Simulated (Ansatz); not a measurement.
A made-up structure of BHSO, closed shell:

O1  (-0.625, 0.268, -0.014)
B2  (-1.733, 0.432, 0.429)
S3  (0.987, 0.060, -0.704)
H4  (1.371, -0.761, 0.290)
(Å)

It is relaxed with PBE-D4/def2-SVP and then PBE0-D4/def2-TZVP (Ansatz 0.2.0). Atoms count as bonded within 1.22 times the sum of their covalent radii (H–H: 0.88 Å). The end point is not checked to be a true minimum.

Question: Does its bonding change? (Judge from chemistry; the calculation decides.)

Answer: By the calculation: No: no bond forms or breaks.

Where it ends: The first stage lowers the energy by 0.28 eV in 12 steps. It ends as BHSO ([B][O][SH]):
O1  (-0.569, 0.079, 0.234)
B2  (-1.762, 0.576, 0.231)
S3  (0.847, 0.086, -0.656)
H4  (1.484, -0.741, 0.190)
(Å)

Labels in which every atom is bracketed show which atoms are joined, not bond orders.

For scale, one of the runs: PBE0-D4/def2-TZVP relaxation, 105 basis functions, launched by `ansatz run in.yaml --threads 2 --pin off --events-out ev --progress --plain --max-ram 4352MiB`. Hardware: 2 CPU threads of an Arm Neoverse N1, shared host. Wall time about 19 s.
